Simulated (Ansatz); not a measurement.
**N2H (sextet): wave-function methods side by side, def2-QZVPP**

An exercise on one series of results from a longer session: the logs are not shown, and one member is left open.

The runs use Ansatz 0.2.0, Gaussian basis; def2-QZVPP, core rule «outside noble gas», up to 2 orbitals frozen.

Plan: UHF; ROHF; CCSD(T) on UHF.

## The geometry

The geometry is a PBE0/def2-TZVP stationary point (not a proven minimum) of the parent state, kept for this charge and spin.

3 atoms, charge 0, spin multiplicity 6.

Atoms are counted from 1 here; the program's logs count them from 0.

Bond lengths: N1–N2 1.443 Å, N1–H3 1.031 Å. Angles: N2–N1–H3 107.0°.

Set-up of the first run:

Input file in.yaml:

```yaml
crystal:
  periodic: [false, false, false]
  atoms:
    - {symbol: N, position_ang: [0.000000, 0.119658, 0.676420]}
    - {symbol: N, position_ang: [0.000000, -0.060594, -0.755487]}
    - {symbol: H, position_ang: [0.000000, -0.820779, 1.098745]}
basis:
  gaussian: {orbitals: "def2-QZVPP.json"}
magnetization: {spin_polarized: true, initial_magnetization: 5}
hamiltonian: {xc: hf}
output: {orbitals: {seedname: orbitals}}
```

Run with:

```
$ ansatz run in.yaml --threads 1 --pin off --events-out ev --progress --plain --max-ram 2393MiB
```

Among the steps run: UHF; ROHF; CCSD(T) on UHF.

One of the session's tables, all rows but one given; the rest of the session is left out.

It belongs to the step «Misses and costs». 

```
  method  from UCCSD(T) (meV)
    ROHF              +8926.2
     UHF              +8621.8
    UMP2              +1246.8
   UCCSD                    ?
UCCSD(T)                    0
```

**Question.** Estimate the row for UCCSD.

As computed: from UCCSD(T) (meV): +327.3. In the column «from UCCSD(T) (meV)» it lies between UCCSD(T) (0) and UMP2 (+1246.8).
